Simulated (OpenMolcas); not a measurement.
# S2F2 (Thio-thionyl fluoride): a chain of runs

Aim: the energy (UHF/STO-3G), then a single-point energy (CASSCF(2,2)/STO-3G), then the energy (CASPT2(2,2)/STO-3G), then the energy (SC-NEVPT2(2,2)/STO-3G), then the energy (MRCI(2,2)/STO-3G) of S2F2 (Thio-thionyl fluoride). 

The calculation is run with OpenMolcas 26.06.

9 further runs of the same task are left out: 8 that didn't finish, 1 set aside as unsound or not needed.

## 1. Starting point

S2F2: 4 atoms, total charge 0, spin state singlet. As SMILES, `FS(F)=S`. The F1–S2 distance was set to 3.362 Å, away from the relaxed value. At this shape a bond of the SMILES string is far longer than usual.

Bond lengths: S2–F3 1.682 Å, S2–S4 1.873 Å. Angles: F3–S2–S4 108.4°.

## 2. The energy at UHF/STO-3G (run 1)

Input file step1.inp:

```
* F2S2 Hartree-Fock

&gateway
  baslib=$CurrDir
  coord
  4
  angstrom
  F        2.047953       0.756507       2.243168
  S       -0.514710      -0.073220       0.231030
  F        0.333030      -1.428520      -0.291570
  S       -0.584940       1.160090      -1.176550
  basis=STO-3G
  group=NoSym

&seward

&scf
  uhf
  scramble=0.25
  prorbitals=1 1
```

The basis set STO-3G is read from a file made from the Basis Set Exchange's data (not shown).

Started as:

```sh
export MOLCAS_MEM=1860
pymolcas step1.inp > step1.log
```

Log:

```text
--- Start Module: gateway ---
[...]
--- Stop Module: gateway /rc=_RC_ALL_IS_WELL_ ---
--- Start Module: seward ---
[...]
      Basis functions           28
--- Stop Module: seward /rc=_RC_ALL_IS_WELL_ ---
--- Start Module: scf ---
[...]
       Convergence after  46 Iterations
[...]
::    Total SCF energy                               -982.3078037786
[...]
      Total spin, S                                     0.6201118396
[...]
      Total electronic charge=   50.000000
      Total            charge=   -0.000000
[...]
      Dipole Moment (debye):
      Origin of the operator (angstrom)=    0.0988    0.2156    0.0672
                   X= -2.4065E-01               Y=  4.9661E-01               Z= -4.8377E-03           Total=  5.5186E-01
      Quadrupole Moment (debye*angstrom):
[...]
--- Stop Module: scf /rc=_RC_ALL_IS_WELL_ ---
[...]
```

Run time: 2.6 s. Hardware: 1 thread of Intel Xeon Platinum 8488C (Sapphire Rapids), shared host; peak memory 0.37 GiB.

## 3. The energy at CASSCF(2,2)/STO-3G (run 2)

Input file step2.input:

```
* F2S2 CASSCF
>>> EXPORT MOLCAS_PRINT=2
&GATEWAY
BasLib=$CurrDir
Coord
4
angstrom
F        2.047953       0.756507       2.243168
S       -0.514710      -0.073220       0.231030
F        0.333030      -1.428520      -0.291570
S       -0.584940       1.160090      -1.176550
Basis=STO-3G
Group=NoSym
&SEWARD
&RASSCF
FileOrb=$CurrDir/step1.UnaOrb
Spin=1
Nactel=2 0 0
Inactive=24
Ras2=2
OrbListing=Nothing
```

The basis set STO-3G is read from a file made from the Basis Set Exchange's data (not shown).

Started as:

```sh
export MOLCAS_MEM=1860
pymolcas step2.input > step2.log
```

Log:

```text
--- Start Module: gateway ---
[...]
--- Stop Module: gateway /rc=_RC_ALL_IS_WELL_ ---
--- Start Module: seward ---
[...]
      Basis functions           28
--- Stop Module: seward /rc=_RC_ALL_IS_WELL_ ---
--- Start Module: rasscf ---
[...]
      Number of active orbitals                  2
[...]
      Spin quantum number                      0.0
[...]
      Active orbitals                            2
[...]
      Number of CSFs                             3
[...]
      Number of root(s) required                 1
[...]
      Convergence after  7 iterations
[...]
      printout of CI-coefficients larger than  0.05 for root  1
      energy=    -982.307209
      conf/sym  11     Coeff  Weight
             1  20  -0.71374 0.50943
             3  02   0.70041 0.49057
      Natural orbitals and occupation numbers for root  1
      sym 1:   1.018850   0.981150
      ************************************************************************************************************************
      *                                                    Final results                                                     *
[...]
::    RASSCF root number  1 Total energy:   -982.30720898
[...]
      Total electronic charge=   50.000000
      Total            charge=   -0.000000
[...]
      Dipole Moment (debye):
      Origin of the operator (angstrom)=    0.0988    0.2156    0.0672
                   X= -2.4210E-01               Y=  4.9881E-01               Z= -4.9034E-03           Total=  5.5448E-01
      Quadrupole Moment (debye*angstrom):
[...]
--- Stop Module: rasscf /rc=_RC_ALL_IS_WELL_ ---
[...]
```

Run time: 1.7 s. Hardware: 1 thread of Intel Xeon Platinum 8488C (Sapphire Rapids), shared host; peak memory 0.37 GiB.

## 4. A single-point energy at CASPT2(2,2)/STO-3G (run 3)

Input file step3.input:

```
* F2S2 CASPT2
>>> EXPORT MOLCAS_PRINT=2

&GATEWAY
 BasLib = $CurrDir
 Coord
 4
 angstrom
 F        2.047953       0.756507       2.243168
 S       -0.514710      -0.073220       0.231030
 F        0.333030      -1.428520      -0.291570
 S       -0.584940       1.160090      -1.176550
 Basis = STO-3G
 Group = NoSym

&SEWARD

&RASSCF
 FileOrb = $CurrDir/step2.RasOrb
 Spin = 1
 Nactel = 2 0 0
 Inactive = 24
 Ras2 = 2
 OrbListing = Nothing

&CASPT2
 Imaginary = 0.1
 Frozen = 12
```

The basis set STO-3G is read from a file made from the Basis Set Exchange's data (not shown).

Started as:

```sh
export MOLCAS_MEM=1860
pymolcas step3.input > step3.log
```

Log:

```text
--- Start Module: gateway ---
[...]
--- Stop Module: gateway /rc=_RC_ALL_IS_WELL_ ---
[...]
      Basis functions           28
[...]
--- Start Module: rasscf ---
[...]
      Number of active orbitals                  2
[...]
      Spin quantum number                      0.0
[...]
      Active orbitals                            2
[...]
      Number of CSFs                             3
[...]
      Number of root(s) required                 1
[...]
      Convergence after  4 iterations
[...]
      printout of CI-coefficients larger than  0.05 for root  1
      energy=    -982.307209
      conf/sym  11     Coeff  Weight
             1  20  -0.71374 0.50943
             3  02   0.70041 0.49057
      Natural orbitals and occupation numbers for root  1
      sym 1:   1.018852   0.981148
      ************************************************************************************************************************
      *                                                    Final results                                                     *
[...]
::    RASSCF root number  1 Total energy:   -982.30720898
[...]
      Total electronic charge=   50.000000
      Total            charge=   -0.000000
[...]
      Dipole Moment (debye):
      Origin of the operator (angstrom)=    0.0988    0.2156    0.0672
                   X= -2.4209E-01               Y=  4.9879E-01               Z= -4.8885E-03           Total=  5.5446E-01
      Quadrupole Moment (debye*angstrom):
[...]
--- Stop Module: rasscf /rc=_RC_ALL_IS_WELL_ ---
--- Start Module: caspt2 ---
[...]
 ###    WARNING: User changed nr of frozen orbitals.                         ###
 ###############################################################################
[...]
      E2 (Variational):          -0.0571497581
      Total energy:            -982.3643587405
[...]
      Reference weight:           0.96624
[...]
::    CASPT2 Root  1     Total energy:   -982.36435874
[...]
--- Stop Module: caspt2 /rc=_RC_ALL_IS_WELL_ ---
[...]
```

It took 1.7 s on 1 thread of Intel Xeon Platinum 8488C (Sapphire Rapids), shared host; peak memory 0.37 GiB.

## 5. A single-point energy at SC-NEVPT2(2,2)/STO-3G (run 4)

Input file step4.input:

```
* F2S2 NEVPT2
>>> EXPORT MOLCAS_PRINT=2
&GATEWAY
BasLib=$CurrDir
Coord
4
angstrom
F        2.047953       0.756507       2.243168
S       -0.514710      -0.073220       0.231030
F        0.333030      -1.428520      -0.291570
S       -0.584940       1.160090      -1.176550
Basis=STO-3G
Group=NoSym
&SEWARD
&RASSCF
FileOrb=$CurrDir/step2.RasOrb
Spin=1
Nactel=2 0 0
Inactive=24
Ras2=2
OrbListing=Nothing
&CASPT2
SC-NEVPT2
Frozen=12
```

The basis set STO-3G is read from a file made from the Basis Set Exchange's data (not shown).

Started as:

```sh
export MOLCAS_MEM=1860
pymolcas step4.input > step4.log
```

Log:

```text
--- Start Module: gateway ---
[...]
--- Stop Module: gateway /rc=_RC_ALL_IS_WELL_ ---
[...]
      Basis functions           28
[...]
--- Start Module: rasscf ---
[...]
      Number of active orbitals                  2
[...]
      Spin quantum number                      0.0
[...]
      Active orbitals                            2
[...]
      Number of CSFs                             3
[...]
      Number of root(s) required                 1
[...]
      Convergence after  4 iterations
[...]
      printout of CI-coefficients larger than  0.05 for root  1
      energy=    -982.307209
      conf/sym  11     Coeff  Weight
             1  20  -0.71374 0.50943
             3  02   0.70041 0.49057
      Natural orbitals and occupation numbers for root  1
      sym 1:   1.018852   0.981148
      ************************************************************************************************************************
      *                                                    Final results                                                     *
[...]
::    RASSCF root number  1 Total energy:   -982.30720898
[...]
      Total electronic charge=   50.000000
      Total            charge=   -0.000000
[...]
      Dipole Moment (debye):
      Origin of the operator (angstrom)=    0.0988    0.2156    0.0672
                   X= -2.4209E-01               Y=  4.9879E-01               Z= -4.8885E-03           Total=  5.5446E-01
      Quadrupole Moment (debye*angstrom):
[...]
--- Stop Module: rasscf /rc=_RC_ALL_IS_WELL_ ---
--- Start Module: caspt2 ---
[...]
 ###    WARNING: User changed nr of frozen orbitals.                         ###
 ###############################################################################
[...]
      E2 (Variational):          -0.0563460044
[...]
      E2 (Variational):          -0.0563439388
      Total energy:            -982.3635529212
[...]
      Reference weight:           0.96709
[...]
::    SC-NEVPT2 Root  1     Total energy:   -982.36355292
[...]
--- Stop Module: caspt2 /rc=_RC_ALL_IS_WELL_ ---
[...]
```

It took 1.7 s on 1 thread of Intel Xeon Platinum 8488C (Sapphire Rapids), shared host; peak memory 0.37 GiB.

## 6. A single-point energy at MRCI(2,2)/STO-3G (run 5)

Input file step5.inp:

```
&GATEWAY
BASLIB = $CurrDir
COORD
4
angstrom
F        2.047953       0.756507       2.243168
S       -0.514710      -0.073220       0.231030
F        0.333030      -1.428520      -0.291570
S       -0.584940       1.160090      -1.176550
BASIS = STO-3G
GROUP = NoSym
&SEWARD
&RASSCF
FILEORB = $CurrDir/step2.RasOrb
SPIN = 1
NACTEL = 2 0 0
INACTIVE = 24
RAS2 = 2
ORBLISTING = Nothing
&MOTRA
LUMORB
FROZEN = 12
&GUGA
ELECTRONS = 26
SPIN = 1
INACTIVE = 12
ACTIVE = 2
CIALL = 1
&MRCI
SDCI
```

The basis set STO-3G is read from a file made from the Basis Set Exchange's data (not shown).

Started as:

```sh
export MOLCAS_MEM=1860
pymolcas step5.inp > step5.log
```

Log:

```text
--- Start Module: gateway ---
[...]
--- Stop Module: gateway /rc=_RC_ALL_IS_WELL_ ---
[...]
      Basis functions           28
[...]
      Number of active orbitals                  2
[...]
      Spin quantum number                      0.0
[...]
      Active orbitals                            2
[...]
      Number of CSFs                             3
[...]
      Number of root(s) required                 1
[...]
      Convergence after  4 iterations
[...]
      printout of CI-coefficients larger than  0.05 for root  1
      energy=    -982.307209
      conf/sym  11     Coeff  Weight
             1  20  -0.71374 0.50943
             3  02   0.70041 0.49057
      Natural orbitals and occupation numbers for root  1
      sym 1:   1.018852   0.981148
      ************************************************************************************************************************
      *                                                    Final results                                                     *
[...]
::    RASSCF root number  1 Total energy:   -982.30720898
[...]
      Dipole Moment (debye):
      Origin of the operator (angstrom)=    0.0988    0.2156    0.0672
                   X= -2.4209E-01               Y=  4.9879E-01               Z= -4.8885E-03           Total=  5.5446E-01
      Quadrupole Moment (debye*angstrom):
[...]
      *** WARNING: Default frozen orbitals is overwritten by user input.
      *** Default values:  12
[...]
--- Start Module: guga ---
[...]
--- Stop Module: guga /rc=_RC_ALL_IS_WELL_ ---
--- Start Module: mrci ---
[...]
       (But an ACPF correction will be computed)
       USE THE DEFAULT ACPF G-VALUE GFAC=   7.6923076923076927E-002
[...]
                      CI ENERGY:  -982.38589200
[...]
                ACPF CORRECTION:    -0.00666141
[...]
      Total electronic charge=   50.000000
      Total            charge=   -0.000000
[...]
     ACPF CORRECTION:     -0.00666141
[...]
  CI State   1     Total energy:   -982.38589200     QDav:     -0.00726781     QACPF:     -0.00666141
[...]
--- Stop Module: mrci /rc=_RC_ALL_IS_WELL_ ---
[...]
```

It took 2.1 s on 1 thread of Intel Xeon Platinum 8488C (Sapphire Rapids), shared host; peak memory 0.37 GiB.

## 7. Summary of results

| quantity | value |
| --- | --- |
| run 1, UHF/STO-3G: total energy | -982.30780 Eh |
| run 1, UHF/STO-3G: dipole moment | 0.55 D |
| run 1, UHF/STO-3G: HOMO energy | -6.80 eV |
| run 1, UHF/STO-3G: LUMO energy | 5.32 eV |
| run 1, UHF/STO-3G: HOMO–LUMO gap | 12.12 eV |
| run 1, UHF/STO-3G: ⟨S²⟩ | 1.005 |
| run 2, CASSCF(2,2)/STO-3G: total energy | -982.30721 Eh |
| run 2, CASSCF(2,2)/STO-3G: dipole moment (CASSCF density) | 0.55 D |
| run 3, CASPT2(2,2)/STO-3G: total energy | -982.36436 Eh |
| run 3, CASPT2(2,2)/STO-3G: dipole moment (CASSCF density) | 0.55 D |
| run 4, SC-NEVPT2(2,2)/STO-3G: total energy | -982.36355 Eh |
| run 4, SC-NEVPT2(2,2)/STO-3G: dipole moment (CASSCF density) | 0.55 D |
| run 5, MRCI(2,2)/STO-3G: total energy | -982.38589 Eh |
| run 5, MRCI(2,2)/STO-3G: dipole moment (CASSCF density) | 0.55 D |

**Reading.** ⟨S²⟩ (run 1, UHF/STO-3G) is 1.00 where a pure singlet has 0.00: the reference is spin-contaminated. Mulliken charges (run 2, CASSCF(2,2)/STO-3G) run from -0.19 on F3 to +0.18 on S2. Mulliken charges (run 3, CASPT2(2,2)/STO-3G) of the CASSCF density run from -0.19 on F3 to +0.18 on S2.
